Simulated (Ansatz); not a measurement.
**MgNH2 radical: a rigid scan of the bond length N1–Mg2**

How does the energy rise as the bond length N1–Mg2 leaves its equilibrium value, and do density functionals follow CCSD(T)? No other atom is relaxed.

Method: single points in def2-TZVPP; program: Ansatz 0.2.0, Gaussian basis.

Levels: PBE-D4, r2SCAN-D4, PBE0-D4, B3LYP-D4, wB97M-V, Hartree-Fock, MP2, CCSD, CCSD(T). The scan takes 1.556, 1.636, 1.753, 1.890, 2.042, 2.205, 2.379 Å.

Correlated methods freeze the cores. The outer core shell of Li, Na, Mg and K is correlated. Orbitals are unrestricted. B3LYP uses VWN-RPA correlation.

21 further runs of the same task are left out: 21 set aside as unsound or not needed.

## Step 1: Starting geometry

The minimum, relaxed at PBE0-D4: SMILES `[NH2][Mg]`, 4 atoms, charge 0, spin multiplicity 2.

Atoms are counted from 1 here; the program's logs count them from 0.

Bond lengths: N1–Mg2 1.898 Å, N1–H3 1.010 Å, N1–H4 1.010 Å. Angles: Mg2–N1–H3 126.3°, Mg2–N1–H4 126.3°, H3–N1–H4 107.4°.

Coordinates:

```xyz
4
charge 0, multiplicity 2
N    -0.1358   -0.0051   -0.0960
Mg    1.4846   -0.1144    0.8859
H    -0.9885   -0.5105    0.0991
H    -0.3046    0.5697   -0.9094
```

Energies of the minimum (eV), from earlier single points: PBE-D4 -6962.09854, r2SCAN-D4 -6965.73515, PBE0-D4 -6962.66442, B3LYP-D4 -6968.03693, wB97M-V -6966.17773, CCSD(T) -6957.28148.

At the minimum the bond length N1–Mg2 is 1.898 Å.

## Step 2: N1–Mg2 = 1.556 Å

ccsdt-tzvpp/in.yaml

```yaml
crystal:
  periodic: [false, false, false]
  atoms:
    - {symbol: N, position_ang: [-0.135835, -0.005136, -0.095997]}
    - {symbol: Mg, position_ang: [1.192719, -0.094695, 0.709025]}
    - {symbol: H, position_ang: [-0.988538, -0.510485, 0.099130]}
    - {symbol: H, position_ang: [-0.304614, 0.569690, -0.909411]}
basis:
  gaussian: {orbitals: def2-TZVPP}
magnetization: {spin_polarized: true, initial_magnetization: 1}
correlation: {method: ccsd_t}
scf: {omitted_lower_state_checks: [cluster_reference]}
```

The command line of these runs was not kept.

The runs that follow: N1–Mg2 = 1.636 Å; N1–Mg2 = 1.753 Å; N1–Mg2 = 1.890 Å; N1–Mg2 = 2.042 Å; N1–Mg2 = 2.205 Å; N1–Mg2 = 2.379 Å.

**Question.** What will these runs give? Wanted: highest point, CCSD(T); lowest point, CCSD(T); minimum along the scan, CCSD(T); RMS deviation from CCSD(T); largest T1 diagnostic.

**Answer**, as computed:

```
                       quantity                                                                                              value
         highest point, CCSD(T)                                                                                1688 meV at 1.556 Å
          lowest point, CCSD(T)                                                                                   0 meV at 1.898 Å
minimum along the scan, CCSD(T)                                                                                            1.897 Å
                curvature there                                                                                         16.9 eV/Å²
     RMS deviation from CCSD(T)  PBE-D4 49, r2SCAN-D4 10, PBE0-D4 24, B3LYP-D4 20, wB97M-V 15, Hartree-Fock 41, MP2 4, CCSD 12 meV
          largest T1 diagnostic                                                                                              0.015
```

In words: A polynomial through the near points puts the CCSD(T) minimum 0.001 Å below the PBE0-D4 value. The well is lopsided: squeezing costs more than stretching by the same length. Curvature against CCSD(T): PBE-D4 -7 %, Hartree-Fock +8 %. Best along the scan: MP2. Worst: PBE-D4. 2 further points are left out, because the reference changes its state there.
